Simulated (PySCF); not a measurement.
Species: 1-chloro-1,1-difluoroethane (`CC(F)(F)Cl`). The columns A, B, C and D hold Mulliken, IAO, Hirshfeld and ESP-fitted charges (e) of one PBE0/pcSseg-1 density (PySCF), in a shuffled order. Coordinates in Å (PBE0-D3(BJ)/def2-SVP); the density's dipole moment is (-2.21, -0.34, 0.07) D.

```
atom       x       y       z       A       B       C       D
  C1  -0.790  -0.134   0.015  -0.513  -0.257  -0.136  -0.450
  C2   0.682   0.159   0.022  +0.293  +0.425  +0.213  +0.576
  F3   1.182   0.063   1.260  -0.124  -0.254  -0.087  -0.273
  F4   0.926   1.403  -0.407  -0.123  -0.253  -0.087  -0.273
 Cl5   1.583  -0.973  -1.028  -0.100  -0.108  -0.073  -0.092
  H6  -0.969  -1.150   0.390  +0.181  +0.149  +0.056  +0.172
  H7  -1.186  -0.046  -1.004  +0.181  +0.149  +0.056  +0.172
  H8  -1.291   0.593   0.669  +0.206  +0.149  +0.058  +0.169
```

Which column most likely holds the ESP-fitted charges?

A. Σ q r misses the density's dipole by 0.07 D (A), 1.06 D (C), 1.24 D (D), 1.63 D (B). Charges fitted to the outside potential are the only set here that is tied to the molecule's multipoles.

And the Hirshfeld charges?

C. The mean sizes are 0.096 e (C), 0.215 e (A), 0.218 e (B), 0.272 e (D), and Hirshfeld charges are commonly the smallest of these schemes.

As computed, A = ESP-fitted, B = Mulliken, C = Hirshfeld, D = IAO. Hydrogens on carbon: ESP-fitted +0.18 to +0.21, Mulliken +0.15 to +0.15, Hirshfeld +0.06 to +0.06, IAO +0.17 to +0.17 e.

The IAO scheme projects the occupied orbitals on a minimal set of polarised atomic orbitals and counts the electrons in each atom's part of it. The Hirshfeld scheme weights the molecular density at each point by an atom's share of the summed free-atom densities.

Isolated species at its PBE0-D3(BJ)/def2-SVP geometry, gas phase.

The run behind these numbers computed NMR shieldings as well. The run took 6.0 s on one thread, Arm Neoverse V1 (aarch64), shared host with 32 logical CPUs at a one-minute load of 9.6, and the process peaked at 0.49 GiB of memory.
